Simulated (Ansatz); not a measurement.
Species: CH2O, charge 0, singlet. CH2O (SMILES C=O).
B3LYP-D3(BJ)/def2-TZVP minimum from Ansatz (an electronic-structure program):
```xyz
4

O     -0.0009    -0.0102     0.6728
C      0.0007     0.0079    -0.5259
H     -0.0027     0.9554    -1.0993
H      0.0057    -0.9218    -1.1276
```
Charge 0, spin multiplicity 1.

Total energies in cc-pVTZ, 12 correlated electrons, 2 frozen orbitals. Open shells are spin-unrestricted; no spin-orbit coupling. Correlated methods leave the cores frozen. No relativity.

| method | program | energy (Eh) | minus CCSDT(Q) (mEh) |
|---|---|---|---|
| HF | Ansatz | -113.91209 | 422.77 |
| MP2 | Ansatz | -114.30696 | 27.90 |
| CCSD | Ansatz | -114.31723 | 17.63 |
| CCSD(T) | Ansatz | -114.33369 | 1.17 |
| CCSDT(Q) | Ansatz | -114.33486 | 0.00 |

Rough core times of Ansatz's runs on a shared machine: CCSD(T) under 20 s, CCSDT(Q) 4 min.
